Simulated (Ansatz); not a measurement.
Basis-set extrapolation for `[BH]` (PBE0-D4/def2-TZVP geometry, frozen core, Ansatz 0.2.0). Multiplicity 1, RHF reference.

|  | cc-pV(T+d)Z | cc-pV(Q+d)Z |
| --- | --- | --- |
| HF | -25.129837 | -25.131188 |
| MP2 correlation | -0.073545 | -0.078176 |
| CCSD(T) correlation | -0.100766 | -0.103854 |

Energies in hartree. Use E(X) = E(∞) + A·exp(−5.46·√X) for Hartree–Fock and E(X) = E(∞) + B·X^(−3.05) for correlation, with X = 3 and 4.

Task: What is the CCSD(T) energy at the basis-set limit?

Result: HF limit: -25.131188 + (-0.001351) × 0.30130 = -25.13160. Correlation limit: -0.103854 + (-0.003088) × 0.71189 = -0.10605. Total: -25.23765 hartree, 18.5 kJ/mol below CCSD(T)/cc-pV(T+d)Z.
